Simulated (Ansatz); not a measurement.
Coupled-cluster diagnostics for the cluster Na3H3, Ansatz.

Geometry of the singlet (PBE0-D4/def2-TZVP):

```xyz
6

Na    1.193    1.528   -0.325
Na    0.542   -1.422    1.241
Na   -1.735   -0.106   -0.917
H     1.887    0.114    0.997
H    -1.301   -1.657    0.360
H    -0.587    1.543   -1.356
```

Correlated methods freeze 3 core orbitals; core or outer-core shells of Na are correlated, in sets that lack core-valence functions. In CCSD on the charge 1 doublet the largest single amplitude is 0.26, so its Hartree–Fock determinant may place the open shell otherwise than the density functionals do. In the triplet geometry the species has come apart into loosely held pieces. In the triplet, H4 and H6 lie 0.75 Å apart (atoms count from 1), so H2 has formed as a molecule. In the quintet geometry the species has come apart into loosely held pieces. In the quintet, H5 and H6 lie 0.76 Å apart (atoms count from 1), so H2 has formed as a molecule. The structure comes from a short search, and lower isomers may exist.

Geometry of the charge 0 triplet (PBE0-D4/def2-TZVP):

```csv
atom,x (Å),y (Å),z (Å)
Na1,-1.1468,2.6070,-0.1480
Na2,-1.7435,-1.4151,0.0900
Na3,1.2802,0.0078,1.8393
H4,0.5653,-0.0747,-1.7130
H5,-0.1171,-1.3543,1.2973
H6,1.1620,0.2293,-1.3656
```

Geometry of the charge 0 quintet (PBE0-D4/def2-TZVP):

| atom | x (Å) | y (Å) | z (Å) |
| --- | --- | --- | --- |
| Na1 | 0.559 | -2.528 | 1.311 |
| Na2 | 2.305 | 0.751 | -0.994 |
| Na3 | -1.826 | 2.155 | -0.663 |
| H4 | 0.135 | 0.747 | 1.609 |
| H5 | -0.261 | -0.438 | -0.785 |
| H6 | -0.912 | -0.688 | -0.477 |

**Question.** Estimate the CCSD(T) correlation energy, the shares of MP2 and (T), T1 and the reference's ⟨S²⟩ for: charge 0, singlet, own geometry in def2-TZVPP; charge 0, singlet, own geometry in def2-TZVPD; charge 0, triplet, own geometry in def2-TZVPP; charge 0, quintet, own geometry in def2-TZVPP; charge 1, doublet, vertical in def2-TZVPP; charge -1, doublet, vertical in def2-TZVPD; and the rough time on 4 threads of Arm Neoverse V2 on a shared host.

**Answer.** 
| state | basis | correlation (eV) | MP2 share (%) | (T) share (%) | T1 | ⟨S²⟩ (pure) | wall time | remarks |
| --- | --- | --- | --- | --- | --- | --- | --- | --- |
| charge 0, singlet, own geometry | def2-TZVPP | -16.874 | 92.6 | 1.2 | 0.007 | 0.00 (0.00) | 15 s | – |
| charge 0, singlet, own geometry | def2-TZVPD | -16.636 | 92.5 | 1.2 | 0.008 | 0.00 (0.00) | 14 s | – |
| charge 0, triplet, own geometry | def2-TZVPP | -16.233 | 93.0 | 1.3 | 0.015 | 2.00 (2.00) | 70 s | – |
| charge 0, quintet, own geometry | def2-TZVPP | -15.391 | 94.0 | 1.3 | 0.012 | 6.00 (6.00) | 68 s | – |
| charge 1, doublet, vertical | def2-TZVPP | -16.070 | 92.6 | 1.4 | 0.036 | 0.76 (0.75) | 75 s | – |
| charge -1, doublet, vertical | def2-TZVPD | -16.727 | 92.3 | 1.3 | 0.035 | 0.75 (0.75) | 2 min | HOMO above zero |
Customary marks for T1 are 0.02 (closed shells), 0.045 (open shells) and about 0.05 (3d metals). T1 exceeds 0.02 in 2 of 6 rows and 0.045 in 0; the higher it lies, the less the single-reference result can be trusted.
